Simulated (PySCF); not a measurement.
**Working out the electron affinity of O**

O⁻ [He] 2s2 2p5 (2P) → O [He] 2s2 2p4 (3P). Computed with PySCF 2.14 in aug-cc-pVQZ (6s5p4d3f2g, 80 functions), with no relativity, point nucleus. Frozen: 1s2. Energies in hartree (1 hartree = 27.21139 eV):

| part | O⁻ (lower) | O (upper) |
| --- | --- | --- |
| UHF | -74.796588 | -74.817625 |
| CCSD correlation | -0.240437 | -0.173773 |
| (T) | -0.009651 | -0.003869 |

**Question.** What does Hartree-Fock give?

**Answer.** (-74.817625) − (-74.796588) = -0.021037 hartree = -0.572 eV.

**Question.** What do CCSD and CCSD(T) give?

**Answer.** The CCSD correlation energies differ by 0.066664 hartree = 1.814 eV and the triples by 0.005782 hartree = 0.157 eV, so CCSD gives 1.242 eV and CCSD(T) 1.399 eV.

A first-order spin-orbit estimate adds -0.001 eV to CCSD(T) (valence), giving 1.398 eV against 1.461 eV (measured; photodetachment measurements, as compiled on the Wikipedia data page of electron affinities).

What remains against the reference includes basis incompleteness, the frozen core and higher excitations.
